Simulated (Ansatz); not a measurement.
# AlNH (doublet): the correlation ladder at scale of all distances = 1.515, 6-31G

An exercise on one series of results from a longer session: the logs are not shown, and one member is left open.

Program: Ansatz 0.2.0, Gaussian basis. Level of theory: 6-31G, core rule «outside noble gas», up to 6 orbitals frozen. These are calculated values, not measurements.

The runs, in order: UHF; CCSD(T) on ROHF; CCSD(T) on UHF; BCCD(T) on ROHF; CISD; CCSDT(Q) on ROHF; CCSDT(Q) on UHF; CISDTQ; CCSDTQ on ROHF; CASSCF and MRCISD+Q, 3 electrons in 3 orbitals; CASSCF and NEVPT2, 3 electrons in 3 orbitals; CASSCF and MRCISD+Q, 9 electrons in 9 orbitals; CASSCF and NEVPT2, 9 electrons in 9 orbitals; Full CI.

16 further runs of the same task are left out: 1 for a known fault of the program, 11 that didn't finish, 4 set aside as unsound or not needed.

## The geometry

The geometry derives from a PBE0/def2-TZVP stationary point (not a proven minimum). All distances are scaled together.

3 atoms, charge 0, spin multiplicity 2.

Atoms are counted from 1 here; the program's logs count them from 0.

No contacts short enough for the rule that draws bonds.

Set-up of the first run:

Contents of in.yaml:

```yaml
crystal:
  periodic: [false, false, false]
  atoms:
    - {symbol: Al, position_ang: [0.000000, 0.000000, 0.077012]}
    - {symbol: N, position_ang: [0.000000, 0.000000, -2.547868]}
    - {symbol: H, position_ang: [0.000000, 0.000000, 2.470856]}
basis:
  gaussian: {orbitals: 6-31G}
magnetization: {spin_polarized: true, initial_magnetization: 1}
hamiltonian: {xc: hf}
output: {orbitals: {seedname: orbitals}}
```

Run with:

```sh
$ ansatz run in.yaml --threads 1 --pin off --events-out ev --progress --plain --max-ram 2393MiB
```

Among the steps run: UHF; CCSD(T) on ROHF; CCSD(T) on UHF; BCCD(T) on ROHF; CISD; CCSDT(Q) on ROHF; CCSDT(Q) on UHF; CISDTQ; CCSDTQ on ROHF; CASSCF and MRCISD+Q, 3 electrons in 3 orbitals; CASSCF and NEVPT2, 3 electrons in 3 orbitals; CASSCF and MRCISD+Q, 9 electrons in 9 orbitals; CASSCF and NEVPT2, 9 electrons in 9 orbitals; Full CI.

One of the session's tables, all rows but one given; the rest of the session is left out.

| method | from FCI (meV) |
| --- | --- |
| ROHF | +5133.9 |
| RMP2 | +2546.4 |
| CISD | +1464.9 |
| RCCSD | +725.9 |
| RCCSD(T) | +242.4 |
| BCCD(T) | +201.2 |
| RCCSDT | +79.8 |
| CISDTQ | +131.0 |
| RCCSDT(Q) | -245.7 |
| RCCSDTQ | +2.1 |
| CASSCF valence | +1427.3 |
| NEVPT2 valence | +434.8 |
| MRCISD valence | ? |
| MRCISD+Q valence | +39.0 |
| FCI | 0 |

Estimate the missing values for MRCISD valence.

**Answer.** from FCI (meV): +77.9. In the column «from FCI (meV)» it lies between MRCISD+Q valence (+39.0) and RCCSDT (+79.8).

Among the levels timed on like hardware and quicker than the yardstick, those that no quicker one beats, quickest first: CISD (1.1 s, +1464.9 meV); RCCSD(T) (2.9 s, +242.4 meV); BCCD(T) (3.3 s, +201.2 meV); MRCISD+Q valence (6.5 s, +39.0 meV); RCCSDTQ (1.8 min, +2.1 meV).

Not comparable, so not listed: CASSCF and MRCISD+Q, 3 electrons in 3 orbitals (they don't share determinant, frozen orbitals or solution with the rows shown, or repeat one).

Caveats from the session: The report flags that the cluster equations may have other roots. The yardstick is full CI for this spin, exact in this basis with these frozen cores. Left out of the table: CASSCF pair, NEVPT2 pair (the active space lost an orbital or holds another state than full CI finds). Left out of the table: UHF, UMP2, UCCSD, UCCSD(T), UCCSDT, UCCSDT(Q) (another determinant or state than the rows shown). The program flags RCCSD(T), BCCD(T), RCCSDT(Q), RCCSDTQ as in doubt, so those rows may rest on another solution; read them beside their warnings. RCCSDT(Q) falls below full CI, which methods that aren't variational can do. Of the multireference levels listed MRCISD+Q valence comes nearest in total energy (+39.0 meV), which doesn't show that its space is the better one. Warnings in the runs' records: large difference, lower state, other roots, passed over end.
